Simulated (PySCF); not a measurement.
## Other spins and charges of N–GaH2, triplet at one geometry

Geometry (PBE0/def2-TZVP stationary point for this spin, not checked as a minimum):

```xyz
4

N     0.0000    0.0000    1.6258
Ga    0.0000    0.0000   -0.2970
H     0.0000    1.3863   -1.0229
H     0.0000   -1.3863   -1.0229
```

Basis cc-pVDZ; PySCF 2.14.0. Only valence electrons are correlated (noble-gas cores and the filled d shells of p-block atoms frozen). R marks a restricted (for open shells ROHF) determinant. No spin–orbit coupling is included, and no scalar relativity.

Gaps are energies of the second state less the first, at fixed atoms, for a selection of the levels run; mean-field and cluster levels share one orbital occupation for each state, and full CI takes the lowest of the symmetries tried.

Question: PBE gives 9.874 eV for removing an electron, to the quartet. Estimate what RCCSDT gives in cc-pVDZ.

Answer: RCCSDT in cc-pVDZ gives 9.494 eV, so against it PBE is off by 0.380 eV, of which a good part can be the reference's own basis and frozen-core error.

```tsv
level	gap (eV)	error (meV)
RHF	8.402	-1092
RMP2	9.488	-6
RCCSD	9.463	-31
RCCSD(T)	9.492	-2
r2SCAN	9.790	296
PBE0	9.898	404
B3LYP	9.984	490
wB97M-V	9.871	377
B2PLYP	9.824	330
```

In so small a basis the reference is far from its limit while semilocal and hybrid functionals are nearer theirs (RPA and double hybrids share part of the reference's basis error), so the functionals' errors here hold much of the reference's basis and frozen-core error, which can add to them or hide them.

Full CI isn't at hand for all of this; RCCSDT serves as the reference. It lacks quadruple excitations, which often exceed the step from CCSD(T) to CCSDT.
